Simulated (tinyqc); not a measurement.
CIS and TDHF on RHF in the sto-3g basis, for H2O, spin multiplicity 1, step by step. One step of it, computed by the program tinyqc.

Question. CIS matrix, triplets. A(ia,jb) = (e_a - e_i) d_ij d_ab - (ij|ab).

orbital energies (hartree): MO1 -20.266626, MO2 -1.210754, MO3 -0.542804, MO4 -0.441794, MO5 -0.389376, MO6 0.479554, MO7 0.578168

Two-electron integrals over orbitals (pq|rs), unique and non-zero (hartree):
```
(11|11) 4.746737    (21|11) -0.428418   (21|21) 0.061129    (22|11) 1.019552
(22|21) -0.015146   (22|22) 0.724232    (31|31) 0.010726    (32|31) 0.016933
(32|32) 0.130806    (33|11) 0.765273    (33|21) -0.004720   (33|22) 0.617240
(33|33) 0.595578    (41|11) 0.167736    (41|21) -0.022040   (41|22) 0.012683
(41|33) 0.005646    (41|41) 0.024281    (42|11) -0.148568   (42|21) 0.008188
(42|22) -0.023069   (42|33) 0.004040    (42|41) 0.018117    (42|42) 0.129521
(43|31) -0.002676   (43|32) 0.027134    (43|43) 0.055720    (44|11) 0.933024
(44|21) -0.011307   (44|22) 0.659619    (44|33) 0.566910    (44|41) -0.008691
(44|42) -0.093612   (44|44) 0.702020    (51|51) 0.025966    (52|51) 0.033188
(52|52) 0.150122    (53|53) 0.026582    (54|51) -0.012106   (54|52) -0.044681
(54|54) 0.048700    (55|11) 1.115357    (55|21) -0.012118   (55|22) 0.754155
(55|33) 0.603538    (55|41) 0.004723    (55|42) -0.080498   (55|44) 0.690189
(55|55) 0.880159    (61|11) -0.197138   (61|21) 0.030028    (61|22) -0.001776
(61|33) 0.000686    (61|41) 0.002852    (61|42) 0.020918    (61|44) -0.015903
(61|55) -0.005336   (61|61) 0.026230    (62|11) 0.267155    (62|21) -0.006020
(62|22) 0.131925    (62|33) 0.067416    (62|41) 0.018475    (62|42) 0.031643
(62|44) 0.062564    (62|55) 0.141415    (62|61) 0.010306    (62|62) 0.095449
(63|31) 0.002727    (63|32) -0.035597   (63|43) -0.037112   (63|63) 0.073197
(64|11) 0.270172    (64|21) -0.003580   (64|22) 0.126106    (64|33) 0.049198
(64|41) 0.000850    (64|42) -0.050725   (64|44) 0.132217    (64|55) 0.149562
(64|61) -0.002139   (64|62) 0.059212    (64|64) 0.098032    (65|51) 0.013070
(65|52) 0.051146    (65|54) 0.005387    (65|65) 0.034579    (66|11) 0.787340
(66|21) -0.007492   (66|22) 0.596624    (66|33) 0.550966    (66|41) 0.017905
(66|42) 0.047356    (66|44) 0.545707    (66|55) 0.580443    (66|61) 0.008969
(66|62) 0.093424    (66|64) 0.053586    (66|66) 0.584079    (71|31) 0.014346
(71|32) 0.021587    (71|43) -0.003643   (71|63) 0.003125    (71|71) 0.019219
(72|31) 0.014753    (72|32) 0.053584    (72|43) -0.031267   (72|63) 0.030377
(72|71) 0.018874    (72|72) 0.067595    (73|11) 0.369726    (73|21) -0.007020
(73|22) 0.162260    (73|33) 0.088800    (73|41) -0.000303   (73|42) -0.079111
(73|44) 0.141244    (73|55) 0.201873    (73|61) -0.005813   (73|62) 0.068160
(73|64) 0.101790    (73|66) 0.044759    (73|73) 0.160524    (74|31) -0.008377
(74|32) -0.073377   (74|43) -0.013540   (74|63) 0.053951    (74|71) -0.011207
(74|72) -0.016820   (74|74) 0.071856    (75|53) 0.023855    (75|75) 0.024812
(76|31) 0.007552    (76|32) 0.085401    (76|43) 0.061747    (76|63) -0.064680
(76|71) 0.009854    (76|72) -0.005251   (76|74) -0.060821   (76|76) 0.111501
(77|11) 0.834349    (77|21) -0.008778   (77|22) 0.607351    (77|33) 0.582888
(77|41) 0.003800    (77|42) -0.017320   (77|44) 0.577674    (77|55) 0.607277
(77|61) -0.003546   (77|62) 0.060837    (77|64) 0.050180    (77|66) 0.550806
(77|73) 0.093111    (77|77) 0.594865
```

Give: CIS matrix A, triplet.

Answer.

CIS matrix A, triplet (hartree):
```
         1>6      1>7      2>6      2>7      3>6      3>7      4>6      4>7
1>6  19.9588   0.0000   0.0075   0.0000   0.0000  -0.0076  -0.0179   0.0000
1>7   0.0000  20.0104   0.0000   0.0088  -0.0076   0.0000   0.0000  -0.0038
2>6   0.0075   0.0000   1.0937   0.0000   0.0000  -0.0854  -0.0474   0.0000
2>7   0.0000   0.0088   0.0000   1.1816  -0.0854   0.0000   0.0000   0.0173
3>6   0.0000  -0.0076   0.0000  -0.0854   0.4714   0.0000   0.0000  -0.0617
3>7  -0.0076   0.0000  -0.0854   0.0000   0.0000   0.5381  -0.0617   0.0000
4>6  -0.0179   0.0000  -0.0474   0.0000   0.0000  -0.0617   0.3756   0.0000
4>7   0.0000  -0.0038   0.0000   0.0173  -0.0617   0.0000   0.0000   0.4423
5>6   0.0000   0.0000   0.0000   0.0000   0.0000   0.0000   0.0000   0.0000
5>7   0.0000   0.0000   0.0000   0.0000   0.0000   0.0000   0.0000   0.0000

        5>6     5>7
1>6  0.0000  0.0000
1>7  0.0000  0.0000
2>6  0.0000  0.0000
2>7  0.0000  0.0000
3>6  0.0000  0.0000
3>7  0.0000  0.0000
4>6  0.0000  0.0000
4>7  0.0000  0.0000
5>6  0.2885  0.0000
5>7  0.0000  0.3603
```
